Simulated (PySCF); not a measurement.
Potential energy surface of BF3, singlet: umbrella (inversion) coordinate, bond length relaxed. Scanned: angle between the B-F bonds and the threefold axis (90 = planar). Other coordinates (B-F bond length) were minimised at B3LYP/def2-TZVP.

The free coordinates were minimised at B3LYP/def2-TZVP in PySCF; the energy column is CCSD(T) on RHF/cc-pVDZ, 4 core orbitals frozen run with PySCF, in kJ/mol.

```tsv
a / °	B-F bond length / Å	E
90	1.316	0.0
93	1.316	4.0
96	1.318	16.1
99	1.320	36.2
102	1.324	64.5
105	1.329	101.2
108	1.336	146.6
111	1.345	201.3
114	1.356	266.2
117	1.370	342.5
120	1.388	431.4
123	1.410	534.6
126	1.439	653.7
129	1.474	790.3
132	1.520	945.5
```
